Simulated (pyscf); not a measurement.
PySCF, gas phase, ωB97X-D3(BJ)/def2-SVP geometries.

Question: PBE/def2-TZVP puts the barrier of propene (H₂C=CH–CH₃) + hydrogen bromide (HBr) -> H₃C–CH(CH₃)–Br (addition across a multiple bond or ene-type step; singlet surface; Br–H broken, C–H, Br–C formed) at 92.1 kJ/mol and the reaction energy at -95.7 kJ/mol, from the separated reactants. What do r²SCAN/def2-TZVP, PBE0-D3(BJ)/def2-TZVP, ωB97M-D3(BJ)/def2-TZVP give on the same structures?

Answer: r²SCAN: ΔE‡ = 92.4 kJ/mol, ΔE = -104.0 kJ/mol; PBE0-D3(BJ): ΔE‡ = 97.7 kJ/mol, ΔE = -113.1 kJ/mol; ωB97M-D3(BJ): ΔE‡ = 120.8 kJ/mol, ΔE = -97.0 kJ/mol. PBE's barrier matches one of them and lies within 28.7 kJ/mol of the others. Its reaction energy lies over all of them, by 1.2 to 17.4 kJ/mol. On the reactant side the descent ends in a complex, 17.2 kJ/mol under the separated species and 134.8 kJ/mol under the saddle at ωB97X-D3(BJ)/def2-TZVP. One saddle was located; it need not be the lowest between these sides. Elements up to Kr have no core potential and no relativistic terms here.
